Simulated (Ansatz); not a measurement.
**H3O+ (singlet): the correlation ladder at distance O1–H4 = 1.818 Å, 6-31G**

Aim: climb from Hartree-Fock through coupled cluster and multireference methods for H3O+ (singlet) at one geometry and basis, and see what each rung misses.

Computed with Ansatz 0.2.0, Gaussian basis. Level: 6-31G, core rule «outside noble gas», up to 1 orbitals frozen.

Plan: UHF; CCSD(T) on RHF; CCSD(T) on UHF; BCCD(T) on RHF; CISD; CCSDT(Q) on RHF; CCSDT(Q) on UHF; CISDTQ; CCSDTQ on RHF; CCSDTQ on UHF; CASSCF and MRCISD+Q, 2 electrons in 2 orbitals; CASSCF and NEVPT2, 2 electrons in 2 orbitals; CASSCF and MRCISD+Q, 8 electrons in 7 orbitals; CASSCF and NEVPT2, 8 electrons in 7 orbitals; Full CI.

22 further runs of the same task are left out: 2 for a known fault of the program, 11 that didn't finish, 9 set aside as unsound or not needed.

## 1. What is computed

The geometry derives from a PBE0/def2-TZVP stationary point (not a proven minimum). One bond is set to the value named and the two fragments are kept rigid.

4 atoms, charge 1, spin multiplicity 1.

Atoms are counted from 1 here; the program's logs count them from 0.

Bond lengths: O1–H2 0.978 Å, O1–H3 0.978 Å. Angles: H2–O1–H3 113.0°.

## 2. UHF

File in.yaml:

```yaml
crystal:
  periodic: [false, false, false]
  atoms:
    - {symbol: O, position_ang: [0.021088, 0.037280, -0.053935]}
    - {symbol: H, position_ang: [0.961962, 0.051553, 0.213293]}
    - {symbol: H, position_ang: [-0.462614, 0.846805, 0.205988]}
    - {symbol: H, position_ang: [-0.834080, -1.490118, 0.436849]}
basis:
  gaussian: {orbitals: 6-31G}
total_charge: 1
magnetization: {spin_polarized: true, initial_magnetization: 0}
hamiltonian: {xc: hf}
output: {orbitals: {seedname: orbitals}}
```

Run with:

```
$ ansatz run in.yaml --threads 1 --pin off --events-out ev --progress --plain --max-ram 2393MiB
```

After this run come: CCSD(T) on RHF; CCSD(T) on UHF; BCCD(T) on RHF; CISD; CCSDT(Q) on RHF; CCSDT(Q) on UHF; CISDTQ; CCSDTQ on RHF; CCSDTQ on UHF; CASSCF and MRCISD+Q, 2 electrons in 2 orbitals; CASSCF and NEVPT2, 2 electrons in 2 orbitals; CASSCF and MRCISD+Q, 8 electrons in 7 orbitals; CASSCF and NEVPT2, 8 electrons in 7 orbitals; Full CI.

**Question.** What will the summary of the whole plan be? Wanted: FCI below the RHF energy; RMP2 from FCI; RCCSD from FCI; RCCSD(T) from FCI; RCCSDT(Q) from FCI; NEVPT2 pair from FCI; MRCISD+Q pair from FCI; NEVPT2 valence from FCI; T1 diagnostic.

As calculated:

| quantity | value |
| --- | --- |
| FCI below the RHF energy | -4.3521 eV |
| RMP2 from FCI | +326.1 meV |
| RCCSD from FCI | +95.6 meV |
| RCCSD(T) from FCI | +15.4 meV |
| RCCSDT(Q) from FCI | -1.5 meV |
| NEVPT2 pair from FCI | +165.4 meV |
| MRCISD+Q pair from FCI | +52.1 meV |
| NEVPT2 valence from FCI | +263.0 meV |
| levels within 1 kcal/mol (43 meV) | RCCSD(T), BCCD(T), RCCSDT, CISDTQ, RCCSDT(Q), RCCSDTQ, MRCISD valence, MRCISD+Q valence |
| T1 diagnostic | 0.038 |
| effectively unpaired electrons | 0.07 |

**Reading.** RCCSD(T) lands +15.4 meV from the yardstick (0.4 % of the correlation energy). One determinant dominates. Of the multireference levels listed MRCISD+Q valence comes nearest in total energy (+10.9 meV), which doesn't show that its space is the better one. These misses are within one basis, not against nature.
